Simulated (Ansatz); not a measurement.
# NH3Cl (doublet): wave-function methods side by side at distance N1–H4 along a hydrogen transfer = 1.057 Å, cc-pVDZ

How much of the correlation energy of NH3Cl (doublet) does each wave-function method recover here?

Program: Ansatz 0.2.0, Gaussian basis. Level of theory: cc-pVDZ, core rule «outside noble gas», up to 6 orbitals frozen. These are calculated values, not measurements.

Plan: UHF; CCSD(T) on ROHF; CCSD(T) on UHF; BCCD(T) on ROHF; CISD; CCSDT(Q) on ROHF; CCSDT(Q) on UHF; CASSCF and MRCISD+Q, 3 electrons in 3 orbitals; CASSCF and NEVPT2, 3 electrons in 3 orbitals; CASSCF and NEVPT2, 15 electrons in 11 orbitals.

5 further runs of the same task are left out: 5 that didn't finish.

**1. The geometry**

The geometry derives from fragments relaxed apart (PBE0/def2-TZVP) and kept rigid, so it is no stationary point. A hydrogen atom is moved between rigid fragments.

5 atoms, charge 0, spin multiplicity 2.

Atoms are counted from 1 here; the program's logs count them from 0.

Bond lengths: N1–H2 1.012 Å, N1–H3 1.012 Å, N1–H4 1.057 Å, H4–Cl5 1.614 Å. Angles: H2–N1–H3 107.1°, H2–N1–H4 107.1°, H3–N1–H4 107.1°, N1–H4–Cl5 180.0°.

Coordinates:

```
N    -1.8132   -0.0109   -0.0169
H    -2.1104    0.9570   -0.0169
H    -2.1104   -0.4132    0.8634
H    -0.7562   -0.0109   -0.0169
Cl    0.8578   -0.0109   -0.0169
```

**2. UHF**

Input file in.yaml:

```yaml
crystal:
  periodic: [false, false, false]
  atoms:
    - {symbol: N, position_ang: [-1.813161, -0.010862, -0.016905]}
    - {symbol: H, position_ang: [-2.110441, 0.956972, -0.016905]}
    - {symbol: H, position_ang: [-2.110440, -0.413161, 0.863355]}
    - {symbol: H, position_ang: [-0.756161, -0.010861, -0.016905]}
    - {symbol: Cl, position_ang: [0.857839, -0.010861, -0.016905]}
basis:
  gaussian: {orbitals: cc-pVDZ}
magnetization: {spin_polarized: true, initial_magnetization: 1}
hamiltonian: {xc: hf}
output: {orbitals: {seedname: orbitals}}
```

The run is started by

```console
$ ansatz run in.yaml --threads 1 --pin off --events-out ev --progress --plain --max-ram 2393MiB
```

Further steps of the session: CCSD(T) on ROHF; CCSD(T) on UHF; BCCD(T) on ROHF; CISD; CCSDT(Q) on ROHF; CCSDT(Q) on UHF; CASSCF and MRCISD+Q, 3 electrons in 3 orbitals; CASSCF and NEVPT2, 3 electrons in 3 orbitals; CASSCF and NEVPT2, 15 electrons in 11 orbitals.

Before running them: what should the planned runs give, taken together? Wanted: UCCSDT(Q) below the RHF energy; RMP2 from UCCSDT(Q); UMP2 from UCCSDT(Q); RCCSD from UCCSDT(Q); RCCSD(T) from UCCSDT(Q); UCCSD(T) from UCCSDT(Q); RCCSDT(Q) from UCCSDT(Q); NEVPT2 pair from UCCSDT(Q); MRCISD+Q pair from UCCSDT(Q).

The runs gave:

```
                         quantity                                                   value
   UCCSDT(Q) below the RHF energy                                              -9.8153 eV
              RMP2 from UCCSDT(Q)                                         +25.30 kcal/mol
              UMP2 from UCCSDT(Q)                                         +25.59 kcal/mol
             RCCSD from UCCSDT(Q)                                          +5.46 kcal/mol
          RCCSD(T) from UCCSDT(Q)                                          +0.87 kcal/mol
          UCCSD(T) from UCCSDT(Q)                                          +0.85 kcal/mol
         RCCSDT(Q) from UCCSDT(Q)                                          +0.02 kcal/mol
       NEVPT2 pair from UCCSDT(Q)                                         +25.58 kcal/mol
     MRCISD+Q pair from UCCSDT(Q)                                          +3.61 kcal/mol
    NEVPT2 valence from UCCSDT(Q)                                         +36.24 kcal/mol
levels within 1 kcal/mol (43 meV)  RCCSD(T), UCCSD(T), BCCD(T), RCCSDT, UCCSDT, RCCSDT(Q)
                    T1 diagnostic                                                   0.045
   effectively unpaired electrons                                                    1.01
```

**Reading.** RCCSD(T) misses by +0.87 kcal/mol, 0.4 % of the correlation energy. The occupations are near whole numbers, but T1 = 0.045 shows that the orbitals relax strongly. Of the multireference levels listed MRCISD+Q pair comes nearest in total energy (+3.61 kcal/mol), which doesn't show that its space is the better one. These misses are within one basis, not against nature; the frozen cores of restricted and unrestricted runs differ, which can shift their rows.
